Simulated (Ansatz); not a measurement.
## Ligand exchange: NaNH2 + H2O → NaOH + NH3

Species: NaNH2 `[NH2][Na]`, singlet; H2O (water) `O`, singlet; NaOH `[OH][Na]`, singlet; NH3 (ammonia) `N`, singlet. The partners trade NH2 for OH: Na–NH2 and H–OH bonds give way to Na–OH and H–NH2.

Shapes, held fixed at every level: PBE0-D4/def2-TZVP. Programs: Ansatz 0.2.0. The zero-point and thermal change to 298 K, harmonic and unscaled (PBE0-D4/def2-TZVP), is +5.2 kJ/mol.

| level | kind | ΔH(298 K) (kJ/mol) | less CCSD(T)/def2-TZVPP |
| --- | --- | --- | --- |
| HF/def2-SVP | Hartree–Fock | -77.5 | -12.1 |
| SPW92/def2-TZVPP | LDA | -61.2 | +4.2 |
| r2SCAN-D4/def2-TZVPP | meta-GGA | -69.3 | -3.9 |
| wB97M-V/def2-TZVPP | range-separated hybrid | -66.1 | -0.7 |
| MP2/def2-TZVPP | perturbation theory | -67.6 | -2.2 |
| CCSD/def2-SVP | coupled cluster or CI | -74.7 | -9.3 |
| CCSD(T)/def2-TZVPP | coupled cluster or CI | -65.4 | 0.0 |

The highest level, CCSD(T)/def2-TZVPP, gives ΔH(298 K) = -65.4 kJ/mol; the levels span -77.5 to -61.2. The column of differences is taken from that level and isn't an error. No measured value is set beside it here. Correlated rows may include outer-core shells of Na, which these sets cover unevenly.
